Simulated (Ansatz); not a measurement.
# SiH₄ (singlet): from Hartree-Fock to the top rungs at distance H1–H2 along a hydrogen transfer = 0.693 Å, cc-pVTZ

An exercise on one series of results from a longer session: the logs are not shown, and one member is left open.

Program: Ansatz 0.2.0, Gaussian basis. Level of theory: cc-pVTZ, core rule «outside noble gas», up to 5 orbitals frozen. These are calculated values, not measurements.

The runs, in order: UHF; CCSD(T) on RHF; CCSD(T) on UHF; BCCD(T) on RHF; CISD; CCSDT(Q) on RHF; CASSCF and NEVPT2, 8 electrons in 8 orbitals.

4 further runs of the same task are left out: 4 that didn't finish.

### The system

The geometry derives from fragments relaxed apart (PBE0/def2-TZVP) and kept rigid, so it is no stationary point. A hydrogen atom is moved between rigid fragments.

5 atoms, charge 0, spin multiplicity 1.

Atoms are counted from 1 here; the program's logs count them from 0.

Bond lengths: H1–H2 0.693 Å, Si3–H4 1.526 Å, Si3–H5 1.526 Å. Angles: H4–Si3–H5 91.2°.

Geometry (Å):

```
H    -2.41825    0.05488    0.00000
H    -1.72525    0.05488    0.00000
Si    0.09775    0.05488    0.00000
H     0.70993   -0.81941    1.09001
H     0.70993   -0.81941   -1.09001
```

The first run:

The input, in.yaml:

```yaml
crystal:
  periodic: [false, false, false]
  atoms:
    - {symbol: H, position_ang: [-2.418253, 0.054876, 0.000000]}
    - {symbol: H, position_ang: [-1.725253, 0.054876, 0.000000]}
    - {symbol: Si, position_ang: [0.097747, 0.054876, 0.000000]}
    - {symbol: H, position_ang: [0.709927, -0.819409, 1.090012]}
    - {symbol: H, position_ang: [0.709927, -0.819409, -1.090012]}
basis:
  gaussian: {orbitals: cc-pVTZ}
magnetization: {spin_polarized: true, initial_magnetization: 0}
hamiltonian: {xc: hf}
output: {orbitals: {seedname: orbitals}}
```

On the command line:

```
$ ansatz run in.yaml --threads 1 --pin off --events-out ev --progress --plain --max-ram 2393MiB
```

Steps of the session up to this table: UHF; CCSD(T) on RHF; CCSD(T) on UHF; BCCD(T) on RHF; CISD; CCSDT(Q) on RHF; CASSCF and NEVPT2, 8 electrons in 8 orbitals.

One table of the session follows, with a row left open; its other results are not shown here.

| method | from RCCSDT(Q) (meV) |
| --- | --- |
| RHF | +5145.9 |
| UHF | +5087.2 |
| RMP2 | +1077.1 |
| UMP2 | ? |
| CISD | +478.4 |
| RCCSD | +167.2 |
| UCCSD | +182.7 |
| RCCSD(T) | +31.9 |
| UCCSD(T) | +40.2 |
| BCCD(T) | +31.6 |
| RCCSDT | +5.6 |
| RCCSDT(Q) | 0 |
| CASSCF valence | +3307.1 |
| NEVPT2 valence | +1005.4 |

**Question.** Estimate the row for UMP2.

As computed: from RCCSDT(Q) (meV): +1239.5. In the column «from RCCSDT(Q) (meV)» it lies between RMP2 (+1077.1) and CASSCF valence (+3307.1).

Limits of these values: Warnings: restricted reference is unstable; spin contamination. Restricted and unrestricted rows rest on different reference determinants; where their highest levels disagree by more than a few hundredths of an eV, they describe different states and don't form one ladder.
